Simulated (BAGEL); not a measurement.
# P4 (SMILES P12P3P1P23): RI-MP2/cc-pVDZ (density fitting with tzvpp-jkfit, cc-pvdz-ri for correlation, Cartesian functions)

Aim: the harmonic vibrations of P4. 

Program for the calculation: BAGEL 1.2.2.

14 further runs of the same task are left out: 4 that didn't finish, 10 set aside as unsound or not needed.

## (1) The molecule

The species is P4 (4 atoms), meant as a singlet with charge 0. SMILES: `P12P3P1P23`. Geometry: relaxed at PBE0-D4/def2-TZVP.

Bond lengths: P1–P2 2.184 Å, P1–P3 2.184 Å, P2–P3 2.184 Å, P1–P4 2.184 Å, P2–P4 2.184 Å, P3–P4 2.184 Å. Some angles: P1–P2–P3 60.0°, P1–P2–P4 60.0°, P3–P2–P4 60.0°, P2–P1–P3 60.0°, P2–P1–P4 60.0°, P3–P1–P4 60.0°, P1–P3–P2 60.0°, P1–P3–P4 60.0°, P2–P3–P4 60.0°, P1–P4–P2 60.0°.

## (2) The harmonic vibrations at RI-MP2/cc-pVDZ (density fitting with tzvpp-jkfit, cc-pvdz-ri for correlation, Cartesian functions)

Input file job.json:

```json
{ "bagel": [

{
  "title": "molecule",
  "basis": "cc-pvdz.json",
  "df_basis": "tzvpp-jkfit",
  "angstrom": true,
  "cartesian": true,
  "geometry": [
    { "atom": "P", "xyz": [      -0.724800,      -0.100000,       1.119400 ] },
    { "atom": "P", "xyz": [       1.294900,       0.109800,       0.315700 ] },
    { "atom": "P", "xyz": [      -0.185000,      -1.091700,      -0.749800 ] },
    { "atom": "P", "xyz": [      -0.385100,       1.081900,      -0.685200 ] }
  ]
},

{
  "title": "hessian",
  "method": [
    {
      "title": "mp2",
      "charge": 0,
      "ncore": 20,
      "aux_basis": "cc-pvdz-ri"
    }
  ]
}

]}
```

The basis set cc-pVDZ is read from a file made from the Basis Set Exchange's data (not shown).

Launch:

```
$ BAGEL_NUM_THREADS=1 BAGEL job.json > job.out
```

What values should one expect? Wanted: lowest harmonic wavenumber; highest harmonic wavenumber; zero-point energy.

Answer, from the run:

Level: RI-MP2/cc-pVDZ (density fitting with tzvpp-jkfit, cc-pvdz-ri for correlation, Cartesian functions), 20 core orbitals frozen.

| quantity | value |
| --- | --- |
| lowest harmonic wavenumber | 385 cm⁻¹ |
| highest harmonic wavenumber | 679 cm⁻¹ |
| zero-point energy | 17.7 kJ/mol |

What this shows: All 6 modes are real. The vibrations are taken at a shape not relaxed at this level, so they aren't the harmonic values of a minimum.
